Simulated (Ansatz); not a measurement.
The cluster C3. Charge 0, multiplicity 1. Geometry r2SCAN-D4/def2-TZVP, basis def2-TZVP, Ansatz.

```csv
atom,x (Å),y (Å),z (Å)
C1,0.000,0.000,0.000
C2,-0.829,-0.570,0.811
C3,0.829,0.570,-0.811
```

```tsv
run	HOMO (eV)	LUMO (eV)
A	-7.92	-5.54
B	-8.46	-5.19
C	-9.56	-4.53
D	-9.15	-4.91
E	-7.88	-5.45
F	-8.31	-5.41
```

HSE06 is defined as in plane-wave codes, on full-range PBE exchange. The structure comes from a short search, and lower isomers may exist.

Q: The runs used B97M-V, HSE06, PBE, PBE0, r2SCAN, revPBE. Estimate which is which.

A: A PBE (0 % exact exchange); B B97M-V (0 % exact exchange); C PBE0 (25 % exact exchange); D HSE06 (range-separated); E revPBE (0 % exact exchange); F r2SCAN (0 % exact exchange). Exact exchange lowers occupied and raises empty levels; among semilocal functionals meta-GGAs tend to open the gap a little, and such runs are hard to tell apart. The gap grows from 2.38 eV (PBE) to 5.03 eV (PBE0).
